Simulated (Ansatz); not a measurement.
Which is lower?

Two relaxed structures of SiH₄SO, closed shell (PBE0-D4/def2-TZVP; forces vanish, vibrations not checked).

A:

O1  (-1.546, -1.201, -0.332)
S2  (-0.042, -1.372, 0.388)
Si3  (0.780, 0.556, -0.045)
H4  (-2.156, -0.918, 0.358)
H5  (0.852, 0.798, -1.507)
H6  (-0.029, 1.630, 0.588)
H7  (2.141, 0.508, 0.549)
(Å)

B:

O1  (-1.184, -1.357, -0.353)
S2  (0.049, -1.176, 0.467)
Si3  (0.843, 0.850, 0.018)
H4  (1.130, -1.714, -0.210)
H5  (0.908, 1.018, -1.452)
H6  (-0.113, 1.802, 0.630)
H7  (2.184, 0.950, 0.651)
(Å)

Computed with Ansatz 0.2.0 (basis: def2-TZVPP); correlated methods freeze the cores. B3LYP uses VWN-RPA correlation.

(1) Which structure is lower at CCSD(T), and by how much? (An estimate is asked for; the value comes from the calculation.)

T1 diagnostic: at most 0.018.

Answers

(1) By the calculation: A, by 1.090 eV (electronic energy, against the other). By their contacts, A is SiH₄SO ([OH][S][SiH3]) and B is SiH₄SO ([O][SH][SiH3]).

All methods give the same order:

```csv
method,E(B) − E(A) (eV)
PBE-D4,0.839
r2SCAN-D4,0.871
PBE0-D4,0.958
B3LYP-D4,0.970
wB97M-V,1.091
HF,1.229
MP2,1.031
CCSD,1.136
CCSD(T),1.090
```

Labels in which every atom is bracketed show which atoms are joined, not bond orders.

For scale, one of the runs: CCSD(T)/def2-TZVPP, 171 basis functions, launched by `ansatz run in.yaml --threads 2 --pin off --events-out ev --progress --plain --max-ram 4352MiB`. Hardware: 2 CPU threads of an Arm Neoverse N1, shared host. Wall time 43 s; peak host memory 1.4 GiB.
